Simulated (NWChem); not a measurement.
# Correlation energy of phosphine (H3P)

SMILES: P
```xyz
4

P     -0.1302    -0.0034     0.0000
H      0.6666    -0.5810     1.0357
H      0.6666    -0.5810    -1.0357
H      0.6204     1.2123     0.0000
```
Charge 0, spin multiplicity 1.

All runs are NWChem calculations. All single points use one geometry, from PBE0/def2-SVP, a minimum by its harmonic frequencies.

Basis set: cc-pVQZ. Each correlation energy counts from its own Hartree-Fock reference.

```
method      correlation energy (mHa)
----------  ------------------------
RI-MP2                        -182.2
MP2                           -182.3
SCS-MP2                       -193.8
CCSD                          -208.4
CR-CCSD[T]                    -215.2
CR-CCSD(T)                    -215.0
```

The values span 32.9 mHa, from CR-CCSD[T] (lowest) to RI-MP2 (highest). 

The correlated methods keep 5 core orbitals frozen. Coupled-cluster values serve here as a point of comparison, not as the truth.
